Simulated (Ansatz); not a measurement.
in.yaml

```yaml
crystal:
  periodic: [false, false, false]
  atoms:
    - {symbol: Cl, position_ang: [0.099589, 0.408495, 2.677044]}
    - {symbol: Ga, position_ang: [-0.063834, -0.368886, 0.643805]}
    - {symbol: Ga, position_ang: [0.011637, 0.143976, -1.997127]}
    - {symbol: H, position_ang: [0.107721, 1.189617, -0.547244]}
basis:
  gaussian: {orbitals: STO-3G}
magnetization: {spin_polarized: true, initial_magnetization: 0}
correlation: {method: mp2, electrons: outside_noble_gas}
output: {forces: true}
```

```sh
$ ansatz run in.yaml --threads 1 --pin off --events-out ev --progress --plain --max-ram 2393MiB
```

Question: Roughly how long does this take on 1 thread of Intel Xeon, shared host, and how much host memory?

Answer: 1.9 min wall and 0.19 GiB.

```
460 factors; integrals over basis functions are off by at most 1.3e-4 eV
mean field evaluation 1: about -115832.8748 eV, gradient 8.7e0 eV
mean field evaluation 2: about -115832.8858 eV, gradient 8.7e0 eV
mean field evaluation 4: about -115834.5383 eV, gradient 2.0e0 eV
mean field evaluation 8: about -115834.8704 eV, gradient 9.6e-1 eV
mean field evaluation 16: about -115839.0077 eV, gradient 5.8e0 eV
mean field evaluation 32: about -115841.7802 eV, gradient 4.9e-5 eV
mean field evaluation 64: about -115842.3131 eV, gradient 5.4e-3 eV
mean field evaluation 96: about -115842.3004 eV, gradient 1.9e-1 eV
mean field evaluation 128: about -115842.5831 eV, gradient 8.3e-3 eV
mean field evaluation 160: about -115839.5131 eV, gradient 1.2e1 eV
mean field evaluation 192: about -115842.5743 eV, gradient 5.3e-2 eV
mean field evaluation 224: about -115842.2818 eV, gradient 8.1e-1 eV
mean field evaluation 256: about -115834.6676 eV, gradient 1.3e0 eV
mean field evaluation 288: about -115840.8737 eV, gradient 2.6e0 eV
mean field -115842.58020689 eV, -4257.1363016822 hartree, gradient 5.0e-7 eV, S^2 2.012950; 24 other end points of the search recorded, 0 dependent functions left out
33 core orbitals not correlated: weight in the atoms' cores, before any rotation towards them, 0.045 or more for the frozen orbitals, at most 0.007 for the correlated occupied ones
reference -115842.58020689 eV, -4257.1363016822 hartree; 7, 7 occupied and 6, 6 virtual orbitals, 460 factors
second order -0.74919232 eV of doubles, -0.00000000 eV of singles
the calculation of the forces begins
Total energy: -115843.32939921 eV, -4257.1638339922 hartree
Atom 0 at     0.099589     0.408495     2.677044 Å, force     0.084382     0.249339     0.398973 eV/Å
Atom 1 at    -0.063834    -0.368886     0.643805 Å, force    -0.020963     0.329350    -2.707136 eV/Å
Atom 2 at     0.011637     0.143976    -1.997127 Å, force     0.014083    -0.109903     2.440497 eV/Å
Atom 3 at     0.107721     1.189617    -0.547244 Å, force    -0.077503    -0.468786    -0.132334 eV/Å
Dipole moment:     0.001849     0.072453    -0.192539 e Å
```

Forces (eV/Å):
```
Cl   0.084  0.249  0.399
Ga  -0.021  0.329 -2.707
Ga   0.014 -0.110  2.440
H   -0.078 -0.469 -0.132
```
